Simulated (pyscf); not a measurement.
Optimised with ωB97X-D3(BJ)/def2-SVP in PySCF.

Question: What is the homolytic dissociation enthalpy (298 K, ωB97M-D3(BJ)/def2-TZVP) of the C–Ga bond of `[CH3][Ga]([CH3])[NH2]`, to CH₃• + [H₃C–Ga–NH₂]•?

Answer: C–Ga to CH₃• + [H₃C–Ga–NH₂]•: 76.7 kcal/mol. The 7 functionals that were run give +70.9 (r²SCAN) to +79.8 kcal/mol (ωB97X-D3(BJ)). The radicals are drawn with the spin at the cut bond; how far it spreads was not checked. Other isomers of [H₃C–Ga–NH₂]• were not searched in full and may lie lower. Elements up to Kr have no core potential and no relativistic terms here.
